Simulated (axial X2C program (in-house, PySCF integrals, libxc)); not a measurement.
# A two-component session on SC⁻: EOM-EA-CCSD levels

Wanted for SC⁻: EOM-EA-CCSD levels, at the two-component level.

Program: an in-house X2C program for linear molecules on PySCF integrals. Level of theory: two-component X2C with atomic mean-field terms, S dyall-av3z, C dyall-av3z. These are calculated values, not measurements.

## Step 1: The job

Contents of task.json:

```json
{"zs": [16, 6], "q": -1, "bas": ["dyall-av3z", "dyall-av3z"], "r0": 1.61, "eom": "ea", "thr": -2.0, "nmax": 92, "grid": [1, 0.96, 1.045, 0.92, 1.09, 1.15], "rq": 0}
```

Keys: zs atomic numbers; q charge; bas basis sets; r0 starting distance in Å; eom kind of EOM run; thr threshold in hartree for freezing inner shells (an s shell follows its p shell); nmax most natural virtual spinors; grid distances as factors.

The run is started by

```console
python soeom.py task.json out
```

Further steps of the session: EOM-EA-CCSD at 1.535 Å.

What does the calculation give? Wanted: next root led by one particle; T1 of the reference.

As calculated:

| quantity | value |
| --- | --- |
| lowest root at 1.535 Å | Ω = 1/2, -0.290 eV |
| next root led by one particle | Ω = 3/2, about 90 cm⁻¹ higher |
| T1 of the reference | 0.024 |

What this shows: The added electron is unbound by 0.29 eV in a spinor of 43% C pπ, 25% S dπ, 17% S pπ. Errors of 0.1 to 0.3 eV are usual at this size, and roots led by higher excitations are left out, so the list is incomplete, and low states of that kind can be missing.
